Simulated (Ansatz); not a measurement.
# SO2 (SMILES O=S=O) at 3 levels

Wanted: a comparison of 3 runs (HF/STO-3G, UB3LYP/STO-3G, wB97X/STO-3G) of SO2. 

Program for the calculation: Ansatz 0.2.0.

47 further runs of the same task are left out: 20 that didn't finish, 27 set aside as unsound or not needed.

## Step 1: The system as given

SO2 has 3 atoms, charge 0, and is taken as a singlet. As SMILES, `O=S=O`. The O3–S2 distance was set to 3.585 Å, away from the relaxed value. At this shape a bond of the SMILES string is far longer than usual.

Bond lengths: O1–S2 1.434 Å.

## Step 2: The energy at HF/STO-3G (run 1)

molecule.yaml reads:

```yaml
crystal:
  periodic: [false, false, false]
  atoms:
    - symbol: O
      position_ang: [-1.585529, 2.688336, -0.565354]
    - symbol: S
      position_ang: [-0.335249, 2.430096, 0.087786]
    - symbol: O
      position_ang: [0.690220, -1.001060, 0.264960]
basis:
  gaussian: {orbitals: STO-3G}
hamiltonian: {xc: hf}
accuracy: high
```

Launch:

```
ansatz run molecule.yaml --threads 1 --pin off --max-ram 2610MiB --events-out events.jsonl --progress --plain --runs-dir runs
```

Output:

```text
Warning: RAYON_NUM_THREADS=1 ignored (pool sized by the plan → 1); use --threads N
Functional definition: HF
  name "HF"
  exchange = exact_x
  correlation = 0
300 factors; integrals over basis functions are off by at most 2.4e-8 eV
mean field evaluation 1: about -14662.2575 eV, gradient 1.3e1 eV
mean field evaluation 2: about -14662.2628 eV, gradient 1.3e1 eV
mean field evaluation 4: about -14622.6329 eV, gradient 1.1e2 eV
mean field evaluation 8: about -14708.7241 eV, gradient 1.7e0 eV
mean field evaluation 16: about -14708.7337 eV, gradient 1.3e-5 eV
mean field evaluation 32: about -14708.7310 eV, gradient 4.0e-2 eV
mean field evaluation 64: about -14708.7153 eV, gradient 1.5e-1 eV
mean field evaluation 96: about -14708.7164 eV, gradient 3.2e-2 eV
mean field evaluation 128: about -14708.7367 eV, gradient 9.2e-3 eV
mean field evaluation 160: about -14708.7156 eV, gradient 2.1e-2 eV
mean field evaluation 192: about -14695.9837 eV, gradient 5.0e0 eV
mean field evaluation 224: about -14686.9715 eV, gradient 5.0e0 eV
mean field evaluation 256: about -14706.5339 eV, gradient 1.9e1 eV
mean field -14708.73372863 eV, -540.5359945895 hartree, gradient 2.7e-8 eV, S^2 0.000000; 10 other end points of the search recorded, 0 dependent functions left out
reference -14708.73372863 eV, -540.5359945895 hartree; 16, 16 occupied and 3, 3 virtual orbitals, 300 factors
Total energy: -14708.73372863 eV, -540.5359945895 hartree
```

Wall time 0.52 s (1 thread of AMD EPYC 7R43 (Zen 3), shared host).

## Step 3: A single-point energy at UB3LYP/STO-3G (run 2)

molecule.yaml reads:

```yaml
crystal:
  periodic: [false, false, false]
  atoms:
    - {symbol: O, position_ang: [-1.585529, 2.688336, -0.565354]}
    - {symbol: S, position_ang: [-0.335249, 2.430096, 0.087786]}
    - {symbol: O, position_ang: [0.690220, -1.001060, 0.264960]}
basis:
  gaussian: {orbitals: STO-3G}
total_charge: 0
magnetization: {spin_polarized: true, initial_magnetization: 0}
hamiltonian: {xc: {name: B3LYP}}
accuracy: high
```

Launch:

```
ansatz run molecule.yaml --threads 1 --pin off --max-ram 2610MiB --events-out events.jsonl --progress --plain --runs-dir runs
```

Output, shortened:

```text
Warning: RAYON_NUM_THREADS=1 ignored (pool sized by the plan → 1); use --threads N
Functional definition: B3LYP
  name "B3LYP"
[...]
300 factors; integrals over basis functions are off by at most 2.4e-8 eV
[...]
mean field -14745.77095580 eV, -541.8970875832 hartree, gradient 2.3e-8 eV, S^2 1.998777; 6 other end points of the search recorded, 0 dependent functions left out
reference -14745.77097792 eV, -541.8970883958 hartree; 16, 16 occupied and 3, 3 virtual orbitals, 300 factors
Total energy: -14745.77097792 eV, -541.8970883958 hartree
```

It took 30 s on 1 thread of AMD EPYC 7R43 (Zen 3), shared host; peak memory 0.14 GiB.

## Step 4: The energy at wB97X/STO-3G (run 3)

input.yaml reads:

```yaml
crystal:
  periodic: [false, false, false]
  atoms:
    - {symbol: O, position_ang: [-1.585529, 2.688336, -0.565354]}
    - {symbol: S, position_ang: [-0.335249, 2.430096, 0.087786]}
    - {symbol: O, position_ang: [0.690220, -1.001060, 0.264960]}
basis:
  gaussian:
    orbitals: STO-3G
accuracy: high
hamiltonian:
  xc: {name: wB97X}
```

Launch:

```
ansatz run input.yaml --threads 1 --pin off --max-ram 2610MiB --events-out events.jsonl --progress --plain --runs-dir runs
```

Output, shortened:

```text
Warning: RAYON_NUM_THREADS=1 ignored (pool sized by the plan → 1); use --threads N
Functional definition: wB97X
  name "wB97X"
[...]
      + exact_x_lr(omega)
[...]
      + integral(e_c_pw_opposite_spin*poly(b97_u_opposite, 1, cos1, cos2, cos3, cos4))
300 factors; integrals over basis functions are off by at most 2.4e-8 eV
123 factors; integrals over basis functions are off by at most 1.0e-9 eV
[...]
mean field -14740.86774895 eV, -541.7168980547 hartree, gradient 1.7e-8 eV, S^2 0.000000; 4 other end points of the search recorded, 0 dependent functions left out
reference -14740.86774804 eV, -541.7168980216 hartree; 16, 16 occupied and 3, 3 virtual orbitals, 300 factors
Total energy: -14740.86774804 eV, -541.7168980216 hartree
```

It took 27 s on 1 thread of AMD EPYC 7R43 (Zen 3), shared host; peak memory 0.21 GiB.

## Step 5: Overview of the runs

| run | level | energy (Eh) | wall time |
| --- | --- | --- | --- |
| 1 | HF/STO-3G | -540.535995 | 0.52 s |
| 2 | UB3LYP/STO-3G | -541.897088 | 30 s |
| 3 | wB97X/STO-3G | -541.716898 | 27 s |

## Step 6: Outcome

| quantity | value |
| --- | --- |
| run 3: total energy | -541.71690 Eh |

What this shows: Totals of different functionals can't be ranked against each other. In runs 1, 2, 3 the basis is minimal, so the values are rough. In runs 1, 3 a closed-shell determinant meets a far-stretched bond, which it describes badly. Spin contamination of the reference: run 2 ⟨S²⟩ = 2.00. Where it is this large, the reference is a mixture of spin states, and values that rest on it are in doubt. All runs together took 58 s, the longest 30 s.
